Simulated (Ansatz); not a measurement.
System: C$_{2}$H$_{6}$N (charge 0, doublet). It need not be the lowest isomer of its formula. 
Geometry from a B3LYP-D3(BJ)/def2-TZVP (Ansatz, a quantum-chemistry and plane-wave program) optimisation:
```
C
H 1 1.0919
H 1 1.0919 2 107.00
N 1 1.4852 2 106.99 3 -114.39
H 4 1.0153 1 109.60 2 179.12
H 4 1.0153 5 106.18 1 -118.30
C 1 1.4856 2 111.07 3 121.37
H 7 1.0827 1 120.60 2 37.28
H 7 1.0827 8 117.47 1 -166.90
```
Charge 0, spin multiplicity 2.

Computed values are from Ansatz. Valence correlation only, unless marked. Open shells are spin-unrestricted. No spin-orbit coupling. Non-relativistic. Basis-set limits of correlation are two-point, X^-3; Hartree-Fock from the larger set. [CCSD(T)-MP2]/basis is that difference in the basis named.

What is the total energy at RI-MP2/CBS(cc-pVTZ,cc-pVQZ)+[CCSD(T)-MP2]/cc-pVTZ?

-134.3383 Eh.

What is the atomisation energy De at RI-MP2/CBS(cc-pVTZ,cc-pVQZ)+[CCSD(T)-MP2]/cc-pVTZ?

3214.8 kJ/mol.

What is the T1 diagnostic at CCSD/cc-pVTZ?

0.013.

What is the dipole moment at CCSD(T)/aug-cc-pVDZ?

1.12 D.
